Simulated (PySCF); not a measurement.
**Does the structure fit the spectrum?**

A compound C6H10 gives the data below (simulated from a calculation) and was assigned the structure `C=CC1CCC1`.

¹³C{¹H} NMR (computed): δ 154.1 (CH), 146.5 (C), 140.7 (CH), 116.4 (CH2), 17.4 (CH3), 12.4 (CH3).

¹H NMR (400 MHz, computed): δ 6.68 (dd, J = 18.7, 12.0 Hz, 1H), 5.85 (qqd, J = 8.6, 2.0, 1.0 Hz, 1H), 5.21 (d of quint, J = 18.7, 1.2 Hz, 1H), 5.08 (d of sext, J = 12.0, 1.2 Hz, 1H), 1.95 (d of sext, J = 8.6, 1.4 Hz, 3H), 1.84 (quint, J = 1.6 Hz, 3H).

Level of theory: spin–spin couplings from B3LYP/pcJ-1 (without the spin–dipole term), GIAO PBE/pcSseg-2 shieldings, PBE0-D3(BJ)/def2-SVP geometry, in PySCF 2.14 (non-relativistic Hamiltonian, a single conformation, no solvent model, fast rotation and ring inversion assumed for equivalent nuclei).

Shifts are taken against calculated references (same method and geometry level): TMS for ¹H and ¹³C.

(1) Compare with the shifts computed for the proposed structure, pairing carbons in order of shift.

(2) Which isomer fits?

Results:

(1) Numbering as in the mapped SMILES `[CH2:1]=[CH:2][CH:3]1[CH2:4][CH2:5][CH2:6]1`. Each H is labelled by its parent atom.

```
atom  computed for proposal  given list  difference
  C2                  157.7       154.1        +3.6
  C1                  120.1       146.5       -26.4
  C3                   49.4       140.7       -91.3
  C4                   34.1       116.4       -82.3
  C6                   34.1        17.4       +16.7
  C5                   22.1        12.4        +9.7
```

The rms difference is 52.0 ppm and the largest -91.3 ppm at C3 (allylic sp3 CH). The proposal also would give 5 carbon signals, not 6. The carbon types in order of shift don't match either: CH, CH2, CH, CH2, CH2, CH2 for the proposal against CH, C, CH, CH2, CH3, CH3 in the data. The proposal doesn't fit.

(2) SMILES C(=C(\C=C)C)/C.

1. Carbon types of the structure: 1 × C, 2 × CH, 1 × CH2, 2 × CH3, which accounts for all hydrogens.
2. δC 154.1, 140.7: alkene CH; as expected for a trigonal carbon in a double bond.
3. δC 146.5: fully substituted alkene carbon; an sp2 carbon of a C=C bond.
4. δC 116.4: terminal =CH2 carbon; the olefinic region.
5. δH 5.21, 5.08: hydrogen on a terminal =CH2 carbon; olefinic region.
6. The protons at 5.21 and 6.68 share a coupling of 18.7 Hz (vicinal, trans across C=C).
7. The protons at 5.08 and 6.68 share a coupling of 12.0 Hz (vicinal, cis across C=C).
8. The protons at 5.85 and 1.95 share a coupling of 8.6 Hz (vicinal).

The shifts were computed for this structure.

Multiplet labels drop couplings under 1 Hz and merge nearly equal ones. Unscaled 3J(H,H) at this level run about 10 % above measured values. Shifts are as computed, not scaled to solution data. Of 1211 compounds with measured shifts, 218 miss one by over three times the rms of a fit or turn the order of signals round; such compounds aren't used in these exercises.
